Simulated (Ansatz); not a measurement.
BH$_{3}$ClF, closed shell: a saddle search.

The input file, in.yaml:

```yaml
crystal:
  periodic: [false, false, false]
  atoms:
    - {symbol: B, position_ang: [0.152024, 0.056649, -0.793857]}
    - {symbol: Cl, position_ang: [0.997112, -1.401989, -0.287283]}
    - {symbol: H, position_ang: [0.772703, 1.068939, -0.817281]}
    - {symbol: H, position_ang: [-0.946316, -0.069551, -1.227728]}
    - {symbol: H, position_ang: [-0.290370, -0.196180, 1.760228]}
    - {symbol: F, position_ang: [-0.685154, 0.542032, 1.366022]}
basis:
  gaussian: {orbitals: def2-SVP}
hamiltonian: {xc: pbe0, dispersion: d4}
saddle:
  max_steps: 30
  mode_guess:
    - [-0.2666, 0.3442, 0.1618]
    - [-0.0554, -0.0404, 0.3441]
    - [0.0203, -0.0111, -0.0279]
    - [0.0119, -0.0167, -0.0298]
    - [0.4081, -0.5484, -0.1883]
    - [-0.1184, 0.2725, -0.2599]
```

Run by:

```bash
ansatz run in.yaml --threads 2 --pin off --events-out ev --progress --plain --max-ram 4352MiB
```

The run's output (Ansatz 0.2.0):

```
Functional definition: PBE0
  name "PBE0"
  cite "Adamo & Barone, J. Chem. Phys. 110, 6158 (1999) doi:10.1063/1.478522"
  cite "Perdew, Burke & Ernzerhof, Phys. Rev. Lett. 77, 3865 (1996) doi:10.1103/PhysRevLett.77.3865"
  parent pbe
  parameter a = 0.25
  parameter kappa = 0.804
  parameter beta = 0.06672455060314922
  exchange = (1 - a)*pbe_x(kappa = kappa, mu = beta*pi^2/3) + a*exact_x
  correlation = pbe_c(beta = beta)
638 factors; integrals over basis functions are off by at most 3.3e-4 eV
mean field evaluation 1: about -15949.2501 eV, gradient 2.8e1 eV
mean field evaluation 2: about -15948.7468 eV, gradient 3.5e1 eV
mean field evaluation 4: about -15950.6937 eV, gradient 7.8e-1 eV
mean field evaluation 8: about -15950.7190 eV, gradient 1.4e-2 eV
mean field -15950.71902843 eV, -586.1781125092 hartree, gradient 1.2e-5 eV, S^2 0.000000; 0 other end points of the search recorded, 0 dependent functions left out
the calculation of the forces begins
reference -15950.71904793 eV, -586.1781132258 hartree; 17, 17 occupied and 44, 44 virtual orbitals, 638 factors
these checks for a lower state are left out or cut short: stability, starts, cluster_reference, orbital_swaps, neighbouring_geometries, increment
638 factors; integrals over basis functions are off by at most 3.3e-4 eV
mean field evaluation 16: about -15950.6929 eV, gradient 7.5e-1 eV
mean field -15950.71771927 eV, -586.1780643984 hartree, gradient 1.7e-6 eV, S^2 0.000000; 0 other end points of the search recorded, 0 dependent functions left out
the calculation of the forces begins
reference -15950.71773875 eV, -586.1780651143 hartree; 17, 17 occupied and 44, 44 virtual orbitals, 638 factors
these checks for a lower state are left out or cut short: stability, starts, cluster_reference, orbital_swaps, neighbouring_geometries, increment
638 factors; integrals over basis functions are off by at most 3.3e-4 eV
mean field -15950.72021998 eV, -586.1781562979 hartree, gradient 2.3e-6 eV, S^2 0.000000; 0 other end points of the search recorded, 0 dependent functions left out
the calculation of the forces begins
reference -15950.72023947 eV, -586.1781570140 hartree; 17, 17 occupied and 44, 44 virtual orbitals, 638 factors
these checks for a lower state are left out or cut short: stability, starts, cluster_reference, orbital_swaps, neighbouring_geometries, increment
638 factors; integrals over basis functions are off by at most 3.4e-4 eV
mean field evaluation 32: about -15950.7230 eV, gradient 5.8e-4 eV
mean field -15950.72297152 eV, -586.1782574152 hartree, gradient 1.7e-6 eV, S^2 0.000000; 0 other end points of the search recorded, 0 dependent functions left out
the calculation of the forces begins
reference -15950.72299105 eV, -586.1782581326 hartree; 17, 17 occupied and 44, 44 virtual orbitals, 638 factors
saddle step   1: F+E_penalty+E_count = -15950.77877863 eV  max|allowed force component| = 2.890e-1 eV/Å  curvature = +3.8615 eV/Å²  mode residual = 1.27e1 eV/Å²  Δτ_max = 0.0000 Å  (1 rotations, 4 force calls, 76 SCF iters)  cluster: 3 rotations left out, max|force component along them| = 1.918e-7 eV/Å
saddle step   2: F+E_penalty+E_count = -15950.78049028 eV  max|allowed force component| = 2.258e-1 eV/Å  curvature = +0.9090 eV/Å²  mode residual = 4.67e0 eV/Å²  Δτ_max = 0.0193 Å  (1 rotations, 4 force calls, 70 SCF iters)  cluster: 3 rotations left out, max|force component along them| = 5.919e-8 eV/Å
WARN: saddle search: on two steps running the search has had no negative curvature along its mode to follow, on a curvature that misses the negative of saddle.curvature_tol by less than its residual: at step 2, +0.909 eV/Å² with a residual of 4.67e0 eV/Å² (extrapolated from the last rotation, not read by a force call). A negative curvature could lie within that residual, and the search be climbing where it has one to follow. Its rotation spent its cap of 1: raise saddle.rotation.max_rotations, or give a saddle.mode_guess nearer the mode
saddle step   3: F+E_penalty+E_count = -15950.76999459 eV  max|allowed force component| = 2.162e-1 eV/Å  curvature = +0.4937 eV/Å²  mode residual = 3.15e0 eV/Å²  Δτ_max = 0.0563 Å  (1 rotations, 4 force calls, 69 SCF iters)  cluster: 3 rotations left out, max|force component along them| = 9.474e-8 eV/Å
saddle step   4: F+E_penalty+E_count = -15950.76066924 eV  max|allowed force component| = 2.794e-1 eV/Å  curvature = +0.4666 eV/Å²  mode residual = 2.13e0 eV/Å²  Δτ_max = 0.0575 Å  (1 rotations, 4 force calls, 76 SCF iters)  cluster: 3 rotations left out, max|force component along them| = 1.305e-7 eV/Å
saddle step   5: F+E_penalty+E_count = -15950.75163288 eV  max|allowed force component| = 1.760e-1 eV/Å  curvature = +0.0961 eV/Å²  mode residual = 2.82e0 eV/Å²  Δτ_max = 0.0554 Å  (1 rotations, 4 force calls, 67 SCF iters)  cluster: 3 rotations left out, max|force component along them| = 1.607e-7 eV/Å
saddle step   6: F+E_penalty+E_count = -15950.74492880 eV  max|allowed force component| = 1.074e-1 eV/Å  curvature = +0.0782 eV/Å²  mode residual = 9.55e-1 eV/Å²  Δτ_max = 0.0563 Å  (1 rotations, 4 force calls, 69 SCF iters)  cluster: 3 rotations left out, max|force component along them| = 1.880e-7 eV/Å
saddle step   7: F+E_penalty+E_count = -15950.73628988 eV  max|allowed force component| = 9.118e-2 eV/Å  curvature = +0.0463 eV/Å²  mode residual = 6.64e-1 eV/Å²  Δτ_max = 0.0541 Å  (1 rotations, 4 force calls, 75 SCF iters)  cluster: 3 rotations left out, max|force component along them| = 2.388e-7 eV/Å
saddle step   8: F+E_penalty+E_count = -15950.72740398 eV  max|allowed force component| = 8.670e-2 eV/Å  curvature = +0.0519 eV/Å²  mode residual = 7.03e-1 eV/Å²  Δτ_max = 0.0539 Å  (1 rotations, 4 force calls, 75 SCF iters)  cluster: 3 rotations left out, max|force component along them| = 2.772e-7 eV/Å
saddle step   9: F+E_penalty+E_count = -15950.71836770 eV  max|allowed force component| = 8.103e-2 eV/Å  curvature = +0.0423 eV/Å²  mode residual = 7.22e-1 eV/Å²  Δτ_max = 0.0534 Å  (1 rotations, 4 force calls, 75 SCF iters)  cluster: 3 rotations left out, max|force component along them| = 3.170e-7 eV/Å
saddle step  10: F+E_penalty+E_count = -15950.70921508 eV  max|allowed force component| = 8.514e-2 eV/Å  curvature = +0.0432 eV/Å²  mode residual = 7.38e-1 eV/Å²  Δτ_max = 0.0530 Å  (1 rotations, 4 force calls, 75 SCF iters)  cluster: 3 rotations left out, max|force component along them| = 3.560e-7 eV/Å
saddle step  11: F+E_penalty+E_count = -15950.70002198 eV  max|allowed force component| = 7.032e-2 eV/Å  curvature = +0.0326 eV/Å²  mode residual = 7.53e-1 eV/Å²  Δτ_max = 0.0526 Å  (1 rotations, 4 force calls, 74 SCF iters)  cluster: 3 rotations left out, max|force component along them| = 3.955e-7 eV/Å
saddle step  12: F+E_penalty+E_count = -15950.69081555 eV  max|allowed force component| = 8.527e-2 eV/Å  curvature = +0.0304 eV/Å²  mode residual = 7.65e-1 eV/Å²  Δτ_max = 0.0523 Å  (1 rotations, 4 force calls, 74 SCF iters)  cluster: 3 rotations left out, max|force component along them| = 4.319e-7 eV/Å
saddle step  13: F+E_penalty+E_count = -15950.68168286 eV  max|allowed force component| = 6.855e-2 eV/Å  curvature = +0.0198 eV/Å²  mode residual = 7.75e-1 eV/Å²  Δτ_max = 0.0520 Å  (1 rotations, 4 force calls, 75 SCF iters)  cluster: 3 rotations left out, max|force component along them| = 4.569e-7 eV/Å
saddle step  14: F+E_penalty+E_count = -15950.67264651 eV  max|allowed force component| = 8.310e-2 eV/Å  curvature = +0.0197 eV/Å²  mode residual = 7.83e-1 eV/Å²  Δτ_max = 0.0519 Å  (1 rotations, 4 force calls, 74 SCF iters)  cluster: 3 rotations left out, max|force component along them| = 4.914e-7 eV/Å
saddle step  15: F+E_penalty+E_count = -15950.66377248 eV  max|allowed force component| = 7.321e-2 eV/Å  curvature = +0.0129 eV/Å²  mode residual = 7.89e-1 eV/Å²  Δτ_max = 0.0516 Å  (1 rotations, 4 force calls, 74 SCF iters)  cluster: 3 rotations left out, max|force component along them| = 5.252e-7 eV/Å
saddle step  16: F+E_penalty+E_count = -15950.65506184 eV  max|allowed force component| = 8.029e-2 eV/Å  curvature = +0.0179 eV/Å²  mode residual = 7.93e-1 eV/Å²  Δτ_max = 0.0516 Å  (1 rotations, 4 force calls, 74 SCF iters)  cluster: 3 rotations left out, max|force component along them| = 5.532e-7 eV/Å
saddle step  17: F+E_penalty+E_count = -15950.64654910 eV  max|allowed force component| = 7.688e-2 eV/Å  curvature = +0.0147 eV/Å²  mode residual = 7.96e-1 eV/Å²  Δτ_max = 0.0514 Å  (1 rotations, 4 force calls, 74 SCF iters)  cluster: 3 rotations left out, max|force component along them| = 5.786e-7 eV/Å
saddle step  18: F+E_penalty+E_count = -15950.63821435 eV  max|allowed force component| = 7.828e-2 eV/Å  curvature = +0.0209 eV/Å²  mode residual = 7.98e-1 eV/Å²  Δτ_max = 0.0515 Å  (1 rotations, 4 force calls, 72 SCF iters)  cluster: 3 rotations left out, max|force component along them| = 5.967e-7 eV/Å
saddle step  19: F+E_penalty+E_count = -15950.63008061 eV  max|allowed force component| = 7.976e-2 eV/Å  curvature = +0.0184 eV/Å²  mode residual = 8.02e-1 eV/Å²  Δτ_max = 0.0514 Å  (1 rotations, 4 force calls, 73 SCF iters)  cluster: 3 rotations left out, max|force component along them| = 6.216e-7 eV/Å
saddle step  20: F+E_penalty+E_count = -15950.62212138 eV  max|allowed force component| = 8.123e-2 eV/Å  curvature = +0.0256 eV/Å²  mode residual = 8.06e-1 eV/Å²  Δτ_max = 0.0514 Å  (1 rotations, 4 force calls, 73 SCF iters)  cluster: 3 rotations left out, max|force component along them| = 6.244e-7 eV/Å
saddle step  21: F+E_penalty+E_count = -15950.61435359 eV  max|allowed force component| = 8.294e-2 eV/Å  curvature = +0.0255 eV/Å²  mode residual = 8.13e-1 eV/Å²  Δτ_max = 0.0513 Å  (1 rotations, 4 force calls, 73 SCF iters)  cluster: 3 rotations left out, max|force component along them| = 6.130e-7 eV/Å
saddle step  22: F+E_penalty+E_count = -15950.60674044 eV  max|allowed force component| = 8.477e-2 eV/Å  curvature = +0.0343 eV/Å²  mode residual = 8.21e-1 eV/Å²  Δτ_max = 0.0514 Å  (1 rotations, 4 force calls, 73 SCF iters)  cluster: 3 rotations left out, max|force component along them| = 5.792e-7 eV/Å
saddle step  23: F+E_penalty+E_count = -15950.59929728 eV  max|allowed force component| = 8.696e-2 eV/Å  curvature = +0.0329 eV/Å²  mode residual = 8.31e-1 eV/Å²  Δτ_max = 0.0512 Å  (1 rotations, 4 force calls, 72 SCF iters)  cluster: 3 rotations left out, max|force component along them| = 5.176e-7 eV/Å
saddle step  24: F+E_penalty+E_count = -15950.59199646 eV  max|allowed force component| = 8.938e-2 eV/Å  curvature = +0.0379 eV/Å²  mode residual = 8.41e-1 eV/Å²  Δτ_max = 0.0513 Å  (1 rotations, 4 force calls, 73 SCF iters)  cluster: 3 rotations left out, max|force component along them| = 4.217e-7 eV/Å
saddle step  25: F+E_penalty+E_count = -15950.58487187 eV  max|allowed force component| = 9.215e-2 eV/Å  curvature = +0.0339 eV/Å²  mode residual = 8.52e-1 eV/Å²  Δτ_max = 0.0511 Å  (1 rotations, 4 force calls, 73 SCF iters)  cluster: 3 rotations left out, max|force component along them| = 2.826e-7 eV/Å
saddle step  26: F+E_penalty+E_count = -15950.57790576 eV  max|allowed force component| = 9.510e-2 eV/Å  curvature = +0.0387 eV/Å²  mode residual = 8.66e-1 eV/Å²  Δτ_max = 0.0511 Å  (1 rotations, 4 force calls, 73 SCF iters)  cluster: 3 rotations left out, max|force component along them| = 1.089e-7 eV/Å
saddle step  27: F+E_penalty+E_count = -15950.57113574 eV  max|allowed force component| = 9.833e-2 eV/Å  curvature = +0.0361 eV/Å²  mode residual = 8.81e-1 eV/Å²  Δτ_max = 0.0513 Å  (1 rotations, 4 force calls, 73 SCF iters)  cluster: 3 rotations left out, max|force component along them| = 8.915e-8 eV/Å
saddle step  28: F+E_penalty+E_count = -15950.56453609 eV  max|allowed force component| = 1.016e-1 eV/Å  curvature = +0.0415 eV/Å²  mode residual = 8.97e-1 eV/Å²  Δτ_max = 0.0519 Å  (1 rotations, 4 force calls, 74 SCF iters)  cluster: 3 rotations left out, max|force component along them| = 2.664e-7 eV/Å
saddle step  29: F+E_penalty+E_count = -15950.55814503 eV  max|allowed force component| = 1.050e-1 eV/Å  curvature = +0.0382 eV/Å²  mode residual = 9.14e-1 eV/Å²  Δτ_max = 0.0527 Å  (1 rotations, 4 force calls, 73 SCF iters)  cluster: 3 rotations left out, max|force component along them| = 3.920e-7 eV/Å
saddle step  30: F+E_penalty+E_count = -15950.55202551 eV  max|allowed force component| = 1.077e-1 eV/Å  curvature = +0.0432 eV/Å²  mode residual = 9.29e-1 eV/Å²  Δτ_max = 0.0529 Å  (1 rotations, 4 force calls, 74 SCF iters)  cluster: 3 rotations left out, max|force component along them| = 4.237e-7 eV/Å
Error: the saddle search did not converge after 30 steps: max|allowed force component| = 1.08e-1 eV/Å (threshold 5.0e-2). At the last step the curvature along the mode is +0.043 eV/Å² (extrapolated from the last rotation, not read by a force call), not resolved as negative, so the search is still climbing. That curvature's residual is 9.29e-1 eV/Å². Where the curvature misses the negative of `saddle.curvature_tol` by less than that, a larger `saddle.rotation.max_rotations` or a tighter `saddle.rotation.residual_tol` may find a negative one. To go on, start nearer the saddle, give a better `saddle.mode_guess`, or set a larger `saddle.max_steps` (a set value also replaces the default of 250 for a search that goes on from a second negative curvature), or search again from the last step's geometry and mode. From 29 of its steps before the last this search moved with no negative curvature along its mode to follow. A search started from a geometry of this one does not count those moves and, where it converges, warns only of its own. With `saddle.order_check` unset, a search from the last step can check the order less strictly than this one. `saddle.order_check: true` asks for the full check and warns where it cannot tell. Where this run's directory can be resumed (`checkpoint.write`), a resume goes on for up to `saddle.max_steps` more
F+E_penalty+E_count at the last step = -15950.55202551 eV
to start another search from the last step: its geometry and its mode (saddle.mode_guess, Cartesian), with saddle.order_check: true (the message says why):
  atoms:
    - { symbol: B, position_ang: [0.35873613, -0.13824711, -1.11909938] }
    - { symbol: Cl, position_ang: [1.36433526, -1.49943799, -1.55513555] }
    - { symbol: H, position_ang: [0.89902441, 0.88301695, -0.78449452] }
    - { symbol: H, position_ang: [-0.83474971, -0.26515920, -1.19869866] }
    - { symbol: H, position_ang: [-1.03295391, 0.56318447, 2.76489249] }
    - { symbol: F, position_ang: [-0.75439319, 0.45654289, 1.89263663] }
  mode_guess:
    - [-0.11606136, 0.11249032, 0.17409442]
    - [-0.13294848, -0.00866311, 0.58086869]
    - [-0.05707803, 0.12462317, 0.01194817]
    - [-0.09490547, 0.09952704, 0.00304760]
    - [0.31961990, -0.36758515, -0.31913877]
    - [0.08137344, 0.03960774, -0.45082012]
  order_check: true


[the SCF lines of later steps are left out]
```

Hardware: 2 CPU threads of an Arm Neoverse V2, shared host. Wall time about 62 s.


The run did not converge within its limit. The search was started at a minimum, where no curvature is negative.